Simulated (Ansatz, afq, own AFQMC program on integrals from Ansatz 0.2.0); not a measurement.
Where AFQMC and coupled cluster stand for SiGeH₂, singlet

```yaml
atoms:
  - { symbol: Si, position_ang: [0.0000, 0.0000, 1.4302] }
  - { symbol: Ge, position_ang: [0.0000, 0.0000, -0.6158] }
  - { symbol: H, position_ang: [0.0000, 1.2330, 2.2639] }
  - { symbol: H, position_ang: [0.0000, -1.2330, 2.2639] }
```

Connectivity, by distances: SiH2–Ge.

Basis cc-pVDZ. Noble-gas cores (and the filled d shells of Ga–Kr and In–Xe) are frozen. Integrals, coupled cluster, full CI and functionals: Ansatz 0.2.0; the random walks run on the same integrals in our own AFQMC program. The CISD trial takes its coefficients from CCSD amplitudes. Released means that phaseless walkers are propagated on without the constraint, phases kept. Free projection: walkers drawn from exp(T), propagated without any constraint. Its projection time is finite, and what remains of the start isn't in its error. ± is one standard error of the sampling. No spin–orbit coupling.

Determinant: UHF, the one that the program's search chose, which needn't be the lowest solution. The geometry is a point of a scan.

No full CI on the walks' own integrals is used here; CCSDT(Q) serves as the reference and is uncertain by about the last step of the cluster series.

Cautions: no relativity below Rb; no spin-orbit coupling; inner d shell frozen; an unrestricted solution with more broken spin lies lower (26 meV, ⟨S²⟩ 0.25), while this determinant keeps restricted orbitals; the ph-AFQMC/HF walk drifts between its halves (2.5 errors).

* T1 diagnostic: 0.0189
* weight of the determinant in the CISD state: 0.852
* ⟨S²⟩ of the determinant: 0.000
* size of the correlated space: 10 electrons in 36 orbitals

```json
{"level": "MP2", "correlation energy (eV)": "-4.4229"}
{"level": "CCSD", "correlation energy (eV)": "-5.4426"}
{"level": "CCSD(T)", "correlation energy (eV)": "-5.6423"}
```

Question: Estimate where phaseless AFQMC with a CISD trial lies against CCSD(T) on the same integrals.

Answer: 0.2 ± 0.9 kJ/mol above CCSD(T). The gap is under twice the noise, so this walk alone can't tell the two apart.

Reference: CCSDT(Q), correlation energy -5.690 eV. The released energy is read at 2.40 1/Eh (meV from the phaseless value at times in 1/Eh: -14 ± 13 at 0.24, -6 ± 11 at 0.51, -19 ± 12 at 0.99, -51 ± 14 at 1.62, -46 ± 17 at 2.40).

```
         level  E − E(reference) (kJ/mol)  share of correlation (%)
       CCSD(T)                        4.6                     99.17
         CCSDT                        1.4                     99.75
   ph-AFQMC/HF                  8.3 ± 4.4                     98.49
 ph-AFQMC/CISD                  4.7 ± 0.9                     99.14
released AFQMC                  0.3 ± 1.7                     99.94
    free AFQMC                  1.0 ± 1.0                     99.82
```

Free projections are given only where their last times agree within the noise and don't stop above the reference; a slow remainder of the start can still hide under it. A walk keeps the symmetry of its determinant, which the program's search chose and which needn't be the lowest solution, so a lower state of the same spin and another symmetry isn't excluded. Released energies are given only where the last usable release times agree within the noise; a slower fall can still hide under it.
